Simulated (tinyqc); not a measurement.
Worked calculation: CCSD on RHF in the sto-3g basis, for H2O, spin multiplicity 1. One step of it, computed by the program tinyqc.

Task: Iteration 1: diagonalisation and new density. Diagonalise F' = X^T F X, C = X C', fill 5 alpha and 5 beta electrons from the bottom; D = 2 C_occ C_occ^T. Each column has its largest component positive (the first on a tie).

Fock matrix F (hartree), order 1O 1s, 1O 2s, 1O 2px, 1O 2py, 1O 2pz, 2H 1s, 3H 1s:
```
[[-19.983312, -5.133231, 0.000000, 0.000000, -0.030898, -1.372263, -1.372263],
 [-5.133231, -2.299705, 0.000000, 0.000000, -0.164554, -1.106205, -1.106205],
 [0.000000, 0.000000, -0.264113, 0.000000, 0.000000, 0.000000, 0.000000],
 [0.000000, 0.000000, 0.000000, -0.376800, 0.000000, -0.415190, 0.415190],
 [-0.030898, -0.164554, 0.000000, 0.000000, -0.326757, -0.309653, -0.309653],
 [-1.372263, -1.106205, 0.000000, -0.415190, -0.309653, -0.623315, -0.448901],
 [-1.372263, -1.106205, 0.000000, 0.415190, -0.309653, -0.448901, -0.623315]]
```

X, order 1O 1s, 1O 2s, 1O 2px, 1O 2py, 1O 2pz, 2H 1s, 3H 1s:
```
[[1.024482, -0.147150, 0.000000, 0.000000, -0.010275, 0.023478, 0.023478],
 [-0.147150, 1.308026, 0.000000, 0.000000, 0.120705, -0.342504, -0.342504],
 [0.000000, 0.000000, 1.000000, 0.000000, 0.000000, 0.000000, 0.000000],
 [0.000000, 0.000000, 0.000000, 1.154380, 0.000000, -0.277171, 0.277171],
 [-0.010275, 0.120705, 0.000000, 0.000000, 1.050927, -0.144953, -0.144953],
 [0.023478, -0.342504, 0.000000, -0.277171, -0.144953, 1.259338, -0.095769],
 [0.023478, -0.342504, 0.000000, 0.277171, -0.144953, -0.095769, 1.259338]]
```

Give: F' = X^T F X; orbital energies; coefficients C; D after iteration 1.

Result:

F' = X^T F X (hartree):
```
[[-19.593, -2.727, 0.000, 0.000, -0.050, -0.231, -0.231],
 [-2.727, -0.942, 0.000, 0.000, 0.072, -0.607, -0.607],
 [0.000, 0.000, -0.264, 0.000, 0.000, 0.000, 0.000],
 [0.000, 0.000, 0.000, 0.002, 0.000, -0.527, 0.527],
 [-0.050, 0.072, 0.000, 0.000, -0.212, -0.272, -0.272],
 [-0.231, -0.607, 0.000, -0.527, -0.272, 0.087, -0.159],
 [-0.231, -0.607, 0.000, 0.527, -0.272, -0.159, 0.087]]
```

orbital energies (hartree): [-19.994, -1.177, -0.631, -0.325, -0.264, 0.677, 0.879]

coefficients C, order 1O 1s, 1O 2s, 1O 2px, 1O 2py, 1O 2pz, 2H 1s, 3H 1s:
```
[[0.993, -0.219, 0.000, 0.099, 0.000, -0.166, 0.000],
 [0.030, 0.733, 0.000, -0.472, 0.000, 1.105, 0.000],
 [0.000, 0.000, 0.000, 0.000, 1.000, 0.000, 0.000],
 [0.000, 0.000, 0.626, 0.000, 0.000, 0.000, 1.046],
 [0.005, 0.158, 0.000, 0.870, 0.000, 0.615, 0.000],
 [-0.008, 0.217, 0.409, 0.154, 0.000, -0.863, -0.910],
 [-0.008, 0.217, -0.409, 0.154, 0.000, -0.863, 0.910]]
```

D after iteration 1, order 1O 1s, 1O 2s, 1O 2px, 1O 2py, 1O 2pz, 2H 1s, 3H 1s:
```
[[2.090, -0.354, 0.000, 0.000, 0.112, -0.080, -0.080],
 [-0.354, 1.520, 0.000, 0.000, -0.589, 0.173, 0.173],
 [0.000, 0.000, 2.000, 0.000, 0.000, 0.000, 0.000],
 [0.000, 0.000, 0.000, 0.783, 0.000, 0.512, -0.512],
 [0.112, -0.589, 0.000, 0.000, 1.566, 0.336, 0.336],
 [-0.080, 0.173, 0.000, 0.512, 0.336, 0.477, -0.193],
 [-0.080, 0.173, 0.000, -0.512, 0.336, -0.193, 0.477]]
```
